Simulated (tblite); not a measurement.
Species: F2H2Si.
Bonds: F1–Si2, Si2–F3. Hydrogens: H4, H5 on Si2.

Computed with GFN2-xTB (tblite), gas phase: Langevin dynamics at 300 K from the optimised GFN2-xTB geometry, time step 0.5 fs, friction 0.01 fs⁻¹, 2000 steps. The instantaneous temperature is 2·E(kin)/(3Nk) with all 3N coordinates.

```
t (fs)  T (K)  E(pot) above start (eV)  F1–Si2 (Å)  Si2–F3 (Å)  Si2–H4 (Å)
     0    116                    0.000       1.594       1.594       1.443
    25    149                    0.071       1.631       1.590       1.407
    50    250                    0.148       1.584       1.578       1.442
    75    244                    0.105       1.596       1.625       1.434
   100    362                    0.095       1.612       1.590       1.464
   125    244                    0.141       1.548       1.587       1.473
   150    226                    0.131       1.638       1.634       1.460
   175    478                    0.027       1.597       1.589       1.417
   200    448                    0.027       1.593       1.597       1.432
   225    346                    0.056       1.627       1.590       1.464
   250    197                    0.081       1.598       1.604       1.440
   275    185                    0.101       1.553       1.606       1.441
   300    158                    0.139       1.656       1.578       1.455
   325    265                    0.129       1.591       1.614       1.469
   350    243                    0.145       1.589       1.573       1.482
   375    132                    0.182       1.617       1.634       1.419
   400    251                    0.118       1.562       1.573       1.424
   425    193                    0.198       1.632       1.606       1.468
   450    326                    0.120       1.596       1.602       1.481
   475    246                    0.138       1.544       1.587       1.458
   500    138                    0.177       1.653       1.604       1.422
   525    498                    0.072       1.583       1.583       1.457
   550    523                    0.081       1.586       1.604       1.474
   575    553                    0.103       1.652       1.602       1.398
   600    645                    0.077       1.569       1.588       1.439
   625    594                    0.067       1.599       1.603       1.470
   650    334                    0.176       1.609       1.612       1.494
   675    405                    0.185       1.591       1.564       1.489
   700    349                    0.202       1.607       1.613       1.389
   725    227                    0.120       1.565       1.622       1.408
   750    251                    0.157       1.619       1.534       1.469
   775    258                    0.156       1.591       1.645       1.530
   800    262                    0.141       1.571       1.636       1.490
   825    203                    0.133       1.588       1.530       1.445
   850    188                    0.109       1.600       1.662       1.411
   875    370                    0.079       1.579       1.610       1.392
   900    351                    0.084       1.645       1.587       1.451
   925    288                    0.143       1.583       1.597       1.485
   950    259                    0.172       1.586       1.608       1.483
   975    242                    0.141       1.645       1.557       1.398
  1000    330                    0.080       1.571       1.624       1.406
```

Q: From 500 fs on, how do temperature and potential energy compare with equipartition?

A: The mean temperature of these 21 frames is 346 K against the target 300 K, and the mean potential energy 0.13 eV against 9 × kT/2 = 0.12 eV for 9 classical harmonic modes. For 5 atoms in a canonical ensemble the temperature itself scatters by T·√(2/(3N)) = 110 K; here its standard deviation is 138 K. The whole run lasts only 10 friction times of 100 fs, so these averages carry a wide statistical error.

Q: What are the kinetic and total energies of the listed frame with the highest potential energy?

A: The one at 700 fs, 0.202 eV above the start. Its kinetic energy is 3NkT/2 = 0.225 eV at 349 K, so the sum is 0.43 eV; over the listed frames the sum runs from 0.08 to 0.49 eV, since the thermostat adds and removes energy.

Q: How much do the listed bonds fluctuate from 500 fs on?

A: 
```tsv
bond	at the start (Å)	mean (Å)	standard deviation (Å)
F1–Si2	1.594	1.600	0.027
Si2–F3	1.594	1.599	0.032
Si2–H4	1.443	1.448	0.040
```

The motion is classical and holds no zero-point motion.

What follows is the cost of the whole dynamics run. Time: 5.1 s of wall time; peak memory 0.18 GiB. Hardware: AMD EPYC 7R43, one thread (shared host).
